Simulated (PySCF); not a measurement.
Unrelated species, one level of theory. Theory: PySCF, TDDFT PBE0/def2-SVPD, vertical, gas phase, core orbitals frozen in the response. Geometries: GFN2-xTB; one conformer of each isolated species. Triplets are in the Tamm–Dancoff approximation.

Question: Rank by computed LUMO energy, highest first.
A. `C[Si@@H]([SiH3])O[SiH3]`
B. `CC(=O)c1cc(F)on1`
C. `C=[Si]` [singlet]
D. `CO[SiH2][SiH2][SiH3]`
E. `C[SiH2][Si@H](O)[SiH3]`

Answer: A (-0.33 eV), D (-0.50 eV), E (-0.92 eV), B (-2.14 eV), C (-2.66 eV).

```tsv
SMILES	LUMO (eV)	HOMO (eV)	first f ≥ 0.01 (nm)	gap (eV)	S1 (eV)	S1 mainly
C[Si@@H]([SiH3])O[SiH3]	-0.33	-7.85	197	7.52	6.28	H→L (97%)
CO[SiH2][SiH2][SiH3]	-0.50	-8.02	184	7.52	6.27	H→L (92%)
C[SiH2][Si@H](O)[SiH3]	-0.92	-7.72	222	6.80	5.58	H→L (94%)
CC(=O)c1cc(F)on1	-2.14	-8.08	236	5.94	3.90	H→L (96%)
C=[Si]	-2.66	-6.45	331	3.79	2.11	H→L (100%)
```

H and L stand for HOMO and LUMO.

- `C[Si@@H]([SiH3])O[SiH3]`: Löwdin shares by element: HOMO silicon 44% or more, oxygen 22%, carbon 8% (atoms not listed hold the other 26%); LUMO silicon 56%, oxygen 8% (atoms not listed hold the other 36%).
- `CO[SiH2][SiH2][SiH3]`: Löwdin shares by element: HOMO silicon 63%, oxygen 14% (atoms not listed hold the other 22%); LUMO silicon 62%, hydrogen 8% or more (atoms not listed hold the other 30%).
- `C[SiH2][Si@H](O)[SiH3]`: Löwdin shares by element: HOMO silicon 62%, oxygen 16% (atoms not listed hold the other 21%); LUMO silicon 59%, oxygen 10% (atoms not listed hold the other 30%).
- `CC(=O)c1cc(F)on1`: Löwdin shares by element: HOMO oxygen 63% or more, carbon 31% or more; LUMO carbon 36% or more, oxygen 23% or more, nitrogen 20% (atoms not listed hold the other 21%).
- `C=[Si]`: Löwdin shares by element: HOMO carbon 50%, silicon 37%, hydrogen 13%; LUMO silicon 78%, carbon 17%.
